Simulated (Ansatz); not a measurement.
# H6SSi2: the cost of one run

All numbers below are computed with Ansatz 0.2.0 (RKS CAM-B3LYP-D4/cc-pVDZ).

1 further run of the same task is left out (it didn't finish).

### 1 The starting structure

Bond lengths: Si1–S2 2.069 Å, S2–Si3 2.128 Å, Si1–H4 1.432 Å, Si1–H5 1.532 Å, Si1–H6 1.513 Å, Si3–H7 1.538 Å, Si3–H8 1.426 Å, Si3–H9 1.520 Å. Angles: Si1–S2–Si3 93.0°, S2–Si1–H4 110.8°, S2–Si1–H5 109.9°, S2–Si1–H6 111.9°, H4–Si1–H5 107.0°, H4–Si1–H6 111.2°, H5–Si1–H6 105.9°, S2–Si3–H7 107.2°, S2–Si3–H8 110.1°, S2–Si3–H9 110.1°, H7–Si3–H8 108.8°, H7–Si3–H9 106.9°, H8–Si3–H9 113.5°.

Structure file:

```xyz
9

Si   -0.6693    1.0143   -0.8929
S     1.2919    0.4063   -0.6349
Si    0.7678   -1.0388    0.8365
H    -1.4776   -0.0675   -1.3680
H    -0.7376    2.1216   -1.9493
H    -1.2449    1.6125    0.3722
H     2.0708   -1.7183    1.2902
H    -0.0925   -2.0256    0.2712
H     0.1799   -0.3508    2.0579
```

### 2 End point A

Input file input.yaml:

```yaml
crystal:
  periodic: [false, false, false]
  atoms:
    - { symbol: Si, position_ang: [-0.6693, 1.0143, -0.8929] }
    - { symbol: S, position_ang: [1.2919, 0.4063, -0.6349] }
    - { symbol: Si, position_ang: [0.7678, -1.0388, 0.8365] }
    - { symbol: H, position_ang: [-1.4776, -0.0675, -1.368] }
    - { symbol: H, position_ang: [-0.7376, 2.1216, -1.9493] }
    - { symbol: H, position_ang: [-1.2449, 1.6125, 0.3722] }
    - { symbol: H, position_ang: [2.0708, -1.7183, 1.2902] }
    - { symbol: H, position_ang: [-0.0925, -2.0256, 0.2712] }
    - { symbol: H, position_ang: [0.1799, -0.3508, 2.0579] }
basis:
  gaussian: { orbitals: cc-pVDZ }
hamiltonian:
  xc: cam_b3lyp
  dispersion: d4
relax:
  f_tol: 0.015
  max_steps: 40
output:
  orbitals: {}
```

Started as:

```
$ ansatz run input.yaml --threads 2 --pin off --max-ram 3072MiB --backend cpu --events-out ev --progress --plain --runs-dir out
```

What time and memory should one allow on 2 threads of Arm Neoverse V1, shared host?

About 15 s, with a peak of 0.21 GiB.
